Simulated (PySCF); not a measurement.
Molecule: SMILES Sc1cccs1, C4H4S2.

Numbering as in the mapped SMILES `[SH:1][c:2]1[cH:3][cH:4][cH:5][s:6]1`. Each H is labelled by its parent atom.

Geometry PBE0-D3(BJ)/def2-SVP throughout; GIAO in PySCF 2.14.0 with density-fitted response routines, gas phase, one conformer, non-relativistic; equivalent atoms averaged; functional PBE0.

(1) How do the shifts δ (against CS2, TMS at the same level) depend on the basis set? (a selection of nuclei; ppm; last column core-seconds on shared hosts with different chips, so compare them loosely)

(2) Which nucleus among those listed moves most, in ppm?

(3) Taking the largest basis, pcSseg-2 (286 functions), as the yardstick, rank the others by their worst heavy-atom deviation.

## Answers

(1) 
```tsv
basis set	functions	S6	S1	C2	C5	C3	C4	H(C5)	H(C4)	H(S1)	core-s
STO-3G	42	108.1	-116.6	129.7	120.3	110.5	106.4	6.57	6.16	0.46	2.8
6-31G	70	216.4	-104.6	133.5	133.9	131.5	121.5	7.33	7.09	2.60	5.3
pcSseg-0	70	236.7	-114.0	144.5	149.4	145.7	135.8	7.01	6.82	2.87	5.5
6-31G*	100	245.2	-68.0	125.6	128.1	130.7	119.3	7.03	6.82	3.07	7.5
def2-SVP	112	251.7	-78.9	132.2	132.7	133.6	123.1	6.97	6.75	2.80	7.4
cc-pVDZ	112	238.0	-89.6	133.8	133.7	135.3	124.8	7.17	6.84	3.15	13
pcSseg-1	136	262.4	-89.7	135.9	139.7	142.9	131.6	7.23	7.02	3.49	19
aug-cc-pVDZ	182	253.6	-87.0	133.2	133.6	134.2	123.7	7.53	7.08	3.51	25
6-311+G(2d,p)	202	289.5	-70.6	135.4	137.5	141.1	129.4	7.52	7.08	3.51	19
def2-TZVP	222	296.6	-68.0	136.4	138.7	142.9	131.3	7.47	7.10	3.62	23
cc-pVTZ	244	262.4	-79.7	135.5	138.1	141.8	130.5	7.45	7.02	3.53	34
IGLO-III	268	293.5	-64.5	139.7	142.0	145.7	133.8	7.45	7.03	3.60	39
pcSseg-2	286	287.7	-72.1	140.7	143.7	147.5	135.4	7.49	7.15	3.59	49
```

(2) S6 (aromatic ring sulfur): from 108.1 ppm with STO-3G to 296.6 ppm with def2-TZVP. The smallest spread is 0.96 ppm, at H(C5). Proton shifts span only some 12 ppm, so a few tenths of a ppm matter as much there as several ppm in carbon.

(3) 6-311+G(2d,p) 6.4 ppm (202 functions), IGLO-III 7.6 ppm (268 functions), def2-TZVP 8.9 ppm (222 functions), cc-pVTZ 25.3 ppm (244 functions), pcSseg-1 25.3 ppm (136 functions), aug-cc-pVDZ 34.1 ppm (182 functions), def2-SVP 35.9 ppm (112 functions), 6-31G* 42.5 ppm (100 functions), cc-pVDZ 49.7 ppm (112 functions), pcSseg-0 51.0 ppm (70 functions), 6-31G 71.3 ppm (70 functions), STO-3G 179.6 ppm (42 functions).

A small basis that lands close on one nucleus may do so by chance; judge by the trend and by all nuclei.
